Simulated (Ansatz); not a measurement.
**How far each method lies from RCCSDTQ for SbH3, singlet**

Geometry: a PBE0/def2-TZVP stationary point for this spin, not checked as a minimum.

```xyz
4

Sb    0.0001    0.0000   -0.0233
H     1.4065    0.0119    0.9449
H    -0.7203    1.2165    0.9342
H    -0.7001   -1.2277    0.9349
```

Basis def2-SVP with its core potentials; Ansatz 0.2.0. Correlated methods freeze the noble-gas cores and the filled d shells of p-block atoms, which leaves 8 electrons in 32 orbitals. R marks a restricted (for open shells ROHF) determinant. Active spaces: valence = (8e, 7o) chosen from the atoms' valence shells. No spin–orbit coupling is included; scalar relativity enters through the core potentials alone.

Full CI isn't at hand for all of this; RCCSDTQ serves as the reference, and is uncertain by about the last step of the cluster series.

The UHF ⟨S²⟩ is 0.000 and the T1 diagnostic (RCCSD) is 0.0130. The largest doubles amplitude (RCCSD) is 0.055.

```
   level  E − E(RHF) (eV)
    RMP2          -2.9735
   RCCSD          -3.7294
RCCSD(T)          -3.8084
```

(1) Estimate how far RCCSDTQ in def2-SVP lies from RCCSD(T). The table doesn't fix it; the size of (T) and the diagnostics are the guide.

(1) RCCSDTQ in def2-SVP lies 1.8 kJ/mol below RCCSD(T), which is 24 % of the (T) step (-7.6 kJ/mol). The diagnostics are small and one determinant leads, so the series closes fast and only a small part of (T) is left.

The other levels:

| level | E − E(RCCSDTQ) (kJ/mol) | share of correlation (%) | wall time |
| --- | --- | --- | --- |
| CISD | 28.2 | 92.37 | 0.58 s |
| BCCD(T) | 1.8 | 99.51 | 0.58 s |
| RCCSDT | 0.3 | 99.91 | – |
| RCCSDT(Q) | 0.0 | 99.99 | 2.2 s |
| CASSCF (valence space) | 230.5 | 37.59 | – |
| NEVPT2 (valence space) | 60.9 | 83.52 | 1.4 s |
| MRCISD (valence space) | 10.2 | 97.25 | – |
| MRCISD+Q (valence space) | -0.4 | 100.10 | 1.8 s |
| MRCISD+Q(relaxed) (valence space) | -2.5 | 100.67 | 2 s |

The correlation energy at RCCSDTQ, counted from RHF, is -3.827 eV. That run took 3.5 s on 2 threads of AMD EPYC 7R13 with a shared H100 80 GB, shared host.

Times hold each run's SCF and search for its determinant on a shared host, so for small cases they say little of a method's own cost; they ran on 1 thread of AMD EPYC 7R13.

Natural occupations of CASSCF (valence space) about the gap: 1.996 1.973 1.963 1.963 0.038 0.038 0.030; effectively unpaired electrons, Σ n²(2−n)², 0.03.

Atomization energy (electronic, same basis, no zero-point term; atoms at the same level, unrestricted beside the R rows where the molecule is a closed shell, but restricted open-shell past Ca, as are all atoms' steps beyond CCSDT(Q)) at RCCSDTQ: 735.4 kJ/mol. Errors of other levels:

```
                            level  error (kJ/mol)
                              RHF          -211.7
                             RMP2           -46.9
                             CISD           -24.5
                            RCCSD            -7.2
                         RCCSD(T)            -1.2
                          BCCD(T)            -1.2
                           RCCSDT            -0.2
                        RCCSDT(Q)             0.0
           CASSCF (valence space)           -72.9
           NEVPT2 (valence space)           -27.3
           MRCISD (valence space)            -6.4
         MRCISD+Q (valence space)            -3.3
MRCISD+Q(relaxed) (valence space)            -1.3
```

This basis is far from its limit, so the value isn't to be set against a measured one. Truncated CI isn't size-consistent, which counts against it in atomization.
